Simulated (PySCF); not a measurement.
Stepwise substitution at one centre (Al H-F). All species are isolated molecules in the gas phase. Strings in code marks are SMILES.

Level of theory: PySCF with TPSSh-D3(BJ)/def2-TZVP // CAM-B3LYP-D3(BJ)/def2-TZVP. Excitations are Tamm–Dancoff values on a coarser integration grid. The basis has no diffuse functions, so Rydberg states are missing or too high.

```tsv
species	HOMO–LUMO gap (eV)	dipole moment (D)	T1 excitation (TDA) (eV)
0 of 3 H replaced by F (`[AlH3]`)	6.05	0.00	–
1 of 3 H replaced by F (`[F][AlH2]`)	6.61	?	5.48
2 of 3 H replaced by F (`[F][AlH][F]`)	8.32	1.28	?
3 of 3 H replaced by F (`[F][Al]([F])[F]`)	8.82	0.00	7.93
```

### Question
Fill in the missing entries.

### Answer

- 1 of 3 H replaced by F (`[F][AlH2]`), dipole moment (D): 1.29
- 2 of 3 H replaced by F (`[F][AlH][F]`), T1 excitation (TDA) (eV): 6.95
